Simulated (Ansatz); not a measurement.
1T (CdI2-type) PtS₂, treated with PBE0-D3(BJ) in Ansatz (PAW).

Numerical settings: plane-wave cutoff 460 eV, 9×9×6 k mesh (along the axes of the cell as run), Fermi–Dirac smearing 0.01 eV, scalar-relativistic PAW data made under PBE.

Cell (relaxed at this level):

```cif
data_PtS2
_chemical_formula_sum 'Pt1 S2'
_space_group_name_H-M_alt 'P-3m1'
_space_group_IT_number 164
_space_group_name_Hall '-P 3 2"'
_cell_length_a 3.53048
_cell_length_b 3.53048
_cell_length_c 4.79310
_cell_angle_alpha 90.000
_cell_angle_beta 90.000
_cell_angle_gamma 120.000
loop_
_atom_site_label
_atom_site_type_symbol
_atom_site_symmetry_multiplicity
_atom_site_Wyckoff_symbol
_atom_site_fract_x
_atom_site_fract_y
_atom_site_fract_z
_atom_site_occupancy
Pt1 Pt 1 a 0.00000 0.00000 0.00000 1
S1 S 2 d 0.33333 0.66667 0.25063 1
```

Task: Give the computed band gap, smallest direct gap on the k points sampled and direct gap at Γ.

Result: 
- band gap: 1.50 eV
- smallest direct gap on the k points sampled: 2.34 eV
- direct gap at Γ: 2.79 eV

Spin–orbit coupling is not included.

Computed values are for the static lattice.

It cost around 40 core-minutes (rough) of CPU time.

Ansatz is a first-principles code.
